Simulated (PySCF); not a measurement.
Calculation: PBE-D3(BJ)/def2-TZVP // B3LYP-D3(BJ)/def2-TZVP (PySCF). Gas-phase values, no solvent. 

Reference species (SMILES): `C#N` (neutral, multiplicity 1).

```yaml
dipole_moment: 2.93 D
HOMO–LUMO gap: 8.18 eV
```

Changed species: `CC#N` (X = methyl; the reference has X = H).

**Question.** What does the change do to the dipole moment and HOMO–LUMO gap?

**Answer.** the dipole moment rises by 1.01 D, to 3.94 D; the HOMO–LUMO gap drops by 0.26 eV, to 7.92 eV.
